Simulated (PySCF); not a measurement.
**Which method gave which barrier?**

Saddle point of SiPH7, singlet (SiH₄ + PH₃ → SiPH₅ ([SiH3][PH2]) + H₂; bonds formed: Si1–P7, H2–H6; bonds broken: Si1–H2, H6–P7), PBE0-D4/def2-TZVP structure:

```
9
angstrom
Si -0.8678 0.6142 -0.3095
H -0.5424 -1.1556 -0.5226
H -1.2850 0.6742 -1.7434
H -1.9873 0.3152 0.6194
H -0.4683 2.0382 -0.0553
H 0.1884 -1.6146 0.3112
P 1.0326 -0.3830 0.7182
H 2.2001 0.0337 1.4824
H 1.7298 -0.5224 -0.5003
```

Computed with PySCF 2.14 with density fitting (its default auxiliary sets; JK sets also for MP2 and CCSD(T)) (basis: def2-TZVPP, with def2-QZVPP for the basis limit); correlated methods freeze the cores. B3LYP uses VWN-RPA correlation. Extrapolation: Hartree–Fock as exp(−7.88 √X), correlation as X^−2.97. Four methods, as single points on the PBE0-D4 structures, gave these electronic barriers from the start structure: 207.6, 255.4, 266.3, 357.8 kJ/mol.

(1) The methods were, in alphabetical order, B3LYP-D4, HF, MP2, PBE-D4. Which gave which? (A judgement: the text doesn't fix the answer.)

No T1 diagnostic of these runs exceeds 0.015. The end structure is not quite a true minimum (one mode of 28i cm⁻¹).

## Answers

(1) By the calculation: PBE-D4 207.6; B3LYP-D4 255.4; MP2 266.3; HF 357.8 kJ/mol. For comparison, CCSD(T) at an estimated basis limit (MP2 extrapolated from triple and quadruple zeta, plus CCSD(T) − MP2 in triple zeta) gives 262.4 kJ/mol.

Labels in which every atom is bracketed show which atoms are joined, not bond orders.

For scale, one of the runs: CCSD(T)/def2-TZVPP, 182 basis functions, launched by `OMP_NUM_THREADS=4 python run.py`. Hardware: 4 CPU threads of a Oxide Virtual Turin-like, shared host. Wall time 100 s; peak host memory 1.4 GiB.
